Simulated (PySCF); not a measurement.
**Dipole moment and polarisability of CH2BH**

Compound: CH2BH, CH3B.
Atom-mapped SMILES: `[BH:1]=[CH2:2]` (hydrogens: H3 on B1; H4, H5 on C2)

Geometry (PBE0-D3(BJ)/def2-TZVP, Å), atoms numbered from 1 in this order:
```
atom  x, y, z in Å
B1     0.7743    0.0380   -0.3010
C2    -0.5075   -0.0409    0.1883
H3     1.8709    0.1111   -0.7172
H4    -1.0736   -0.9675    0.2105
H5    -1.0310    0.8256    0.5818
```

Level: CAM-B3LYP/aug-cc-pVTZ (PySCF), static field, nuclei fixed, core orbitals frozen in the response. The polarisability tensor in these axes (au):

```
x   38.32  0.54 -3.73
y    0.54 25.06 -0.98
z   -3.73 -0.98 29.87
```

Question: Give the principal values, the mean and the anisotropy Δα = √{½[(α1 − α2)² + (α2 − α3)² + (α1 − α3)²]}.

Answer: Principal values 24.87, 28.61 and 39.78 au; mean 31.09 au = 4.61 Å³ = 5.13 × 10⁻⁴⁰ C²·m²/J; Δα = 13.44 au (43 % of the mean).

Question: What is the dipole moment, and where does it point?

Answer: (0.61, 0.04, -0.23) D, 0.65 D in size, pointing from the negative to the positive side. Measured along this direction, the outermost atoms are H4 and H5 at the negative end and H3 at the positive end.

Question: Give the principal axes and the span of the nuclei along them.

Answer: Largest value along (0.93, 0.06, -0.36), where the nuclei span 3.14 Å; middle along (0.36, -0.20, 0.91), 0.00 Å; least along (0.02, 0.98, 0.20), 1.83 Å. The strongest response lies along the longest span, while the other two are in reverse order.

Question: In a dilute gas of rigid molecules at 500 K, how does the orientational term μ²/3kT compare with the electronic polarisability?

Answer: In Gaussian units μ²/3kT = 2.06 Å³ against 4.61 Å³, a ratio of 0.45; the Debye molar polarisation (4π/3)N_A(α + μ²/3kT) is 16.8 cm³/mol, leaving out the vibrational part.

Question: Traceless (Buckingham) quadrupole moment about the centre of nuclear charge: eigenvalues?

Answer: -4.56, 2.11, 2.45 D·Å. The values depend on the origin, since the dipole doesn't vanish. The electronic extent ⟨r²⟩ about the same centre is 78 bohr², a root-mean-square distance of 1.25 Å for the 14 electrons.

Question: Refractivity n − 1 of an ideal gas of it at 500 K and 1 atm, from the electronic α?

Answer: N = p/kT = 1.4678 × 10¹⁹ cm⁻³, so n − 1 = 2π × N × 4.61 × 10⁻²⁴ cm³ = 425 × 10⁻⁶ at long wavelengths.

Geometry: PBE0-D3(BJ)/def2-TZVP; no solvent, vibrations or thermal averaging.

These values come from a run that also computed excited states. On an Arm Neoverse V1 with one thread, no GPU, on a shared host, this took 4.3 s of wall time and 0.49 GiB of memory at its peak.
